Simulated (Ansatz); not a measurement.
Geometry optimisation, RKS PBE/def2-SVP in Ansatz 0.2.0.

Input:

```yaml
crystal:
  periodic: [false, false, false]
  atoms:
    - { symbol: "N", position_ang: [-1.12057, -0.28989, -0.20952] }
    - { symbol: B, position_ang: [0.05351, -0.05247, 0.14829] }
    - { symbol: O, position_ang: [1.29349, 0.23939, 0.47227] }
    - { symbol: H, position_ang: [-2.04892, -0.61846, -0.25462] }
    - { symbol: H, position_ang: [1.82249, 0.72143, -0.15642] }
basis:
  gaussian: { orbitals: def2-SVP }
hamiltonian:
  xc: pbe
relax:
  f_tol: 0.02
  max_steps: 50
```

Launched with:

```bash
$ ansatz run input.yaml --threads 1 --pin off --max-ram 2048MiB --backend cpu --events-out ev --progress --plain --runs-dir out
```

Problem. Where does it end, and by what steps?

Solution. The forces met the threshold. After 10 steps the energy has fallen by 0.060 eV; N1 moved furthest, 0.11 Å.

```tsv
step	energy less start (eV)	largest force component (eV/Å)	accepted
0	0.0000	1.102	yes
1	-0.0359	0.489	yes
2	-0.0385	0.379	yes
3	-0.0447	0.316	yes
4	-0.0535	0.131	yes
5	-0.0531	0.524	no
6	-0.0575	0.046	yes
7	-0.0593	0.043	yes
8	-0.0597	0.040	yes
9	-0.0599	0.036	yes
10	-0.0599	0.003	yes
```

```xyz
5
Properties=species:S:1:pos:R:3
N -1.128 -0.345 -0.120
B 0.059 -0.041 0.159
O 1.322 0.265 0.502
H -2.075 -0.591 -0.339
H 1.823 0.712 -0.202
```

Whether the end is a true minimum wasn't checked by a vibrational analysis.

Time of the run: 22 s on 1 thread of Intel(R) Xeon(R) Processor @ 2.50GHz (Skylake/Cascade Lake) (shared host), peak memory 0.13 GiB.
